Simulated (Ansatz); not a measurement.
CH$_{4}$FSi, SMILES `C[SiH]F` radical, relaxed with UKS PBE0-D4/def2-TZVP in the Gaussian-basis code of Ansatz from a GFN2-xTB geometry. The force threshold is 0.005 eV/Å; the program also tests the step.

The species carries charge 0 and has multiplicity 2.

Start:

```xyz
7

C    -0.278   -0.279    0.739
Si    0.439   -0.155   -1.008
F     1.563    1.024   -0.958
H     0.476   -0.583    1.461
H    -1.092   -0.996    0.783
H    -0.664    0.690    1.052
H    -0.444    0.298   -2.069
```

```
        step  energy (eV)  largest force (eV/Å)  largest move (Å)
           1  -11691.8233                 1.086             0.000
           2  -11691.8715                 0.377             0.078
           3  -11691.8792                 0.129             0.030
           4  -11691.8802                 0.045             0.015
           5  -11691.8804                 0.013             0.004
           6  -11691.8805                 0.006             0.004
           7  -11691.8805                 0.013             0.009
8 (rejected)  -11691.8805                 0.027             0.005
           9  -11691.8805                 0.001             0.002
```

End:

```xyz
7

C    -0.270   -0.267    0.724
Si    0.482   -0.138   -0.977
F     1.608    1.013   -0.956
H     0.469   -0.581    1.464
H    -1.082   -0.998    0.715
H    -0.677    0.702    1.028
H    -0.529    0.270   -1.998
```

Hardware: 2 threads of a server CPU on a shared host. Wall time 20 s, peak host memory 0.23 GiB.
